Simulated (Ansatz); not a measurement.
Geometry optimisation, RKS PBE-D4/6-31G* in Ansatz 0.2.0.

input.yaml

```yaml
crystal:
  periodic: [false, false, false]
  atoms:
    - { symbol: Si, position_ang: [0.282407, -0.054037, 0.02967] }
    - { symbol: "N", position_ang: [0.66993, 0.074201, 1.751906] }
    - { symbol: H, position_ang: [0.00409, 0.052932, 2.523623] }
    - { symbol: H, position_ang: [1.616859, -0.157351, 2.042027] }
    - { symbol: H, position_ang: [1.716053, -0.104457, -0.281135] }
    - { symbol: H, position_ang: [-0.435253, 1.12795, -0.555325] }
    - { symbol: "N", position_ang: [-0.71496, -1.394643, -0.41975] }
    - { symbol: H, position_ang: [-0.431002, -2.355186, -0.23517] }
    - { symbol: H, position_ang: [-1.418124, -1.31891, -1.155045] }
basis:
  gaussian: { orbitals: "6-31G*" }
hamiltonian:
  xc: pbe
  dispersion: d4
relax:
  f_tol: 0.03
  max_steps: 50
```

Run as:

```bash
$ ansatz run input.yaml --threads 1 --pin off --max-ram 2048MiB --backend cpu --events-out ev --progress --plain --runs-dir out
```

Where does it end, and by what steps?

It converged. After 6 steps the energy has fallen by 0.154 eV; H5 moved furthest, 0.25 Å.

```csv
step,energy less start (eV),largest force component (eV/Å),accepted
0,0.0000,1.452,yes
1,-0.1291,0.590,yes
2,-0.1431,0.327,yes
3,-0.1507,0.136,yes
4,-0.1530,0.126,yes
5,-0.1539,0.032,yes
6,-0.1540,0.012,yes
```

```xyz
9
Properties=species:S:1:pos:R:3
Si 0.335 -0.057 0.060
N 0.657 0.093 1.756
H -0.084 -0.008 2.448
H 1.568 -0.164 2.130
H 1.723 -0.102 -0.531
H -0.402 1.122 -0.509
N -0.733 -1.381 -0.319
H -0.421 -2.346 -0.211
H -1.354 -1.286 -1.123
```

Whether the end is a true minimum wasn't checked by a vibrational analysis.

Time of the run: 9.4 s on 1 thread of Intel(R) Xeon(R) Platinum 8488C (Sapphire Rapids), with other jobs on the host, peak memory 0.14 GiB.
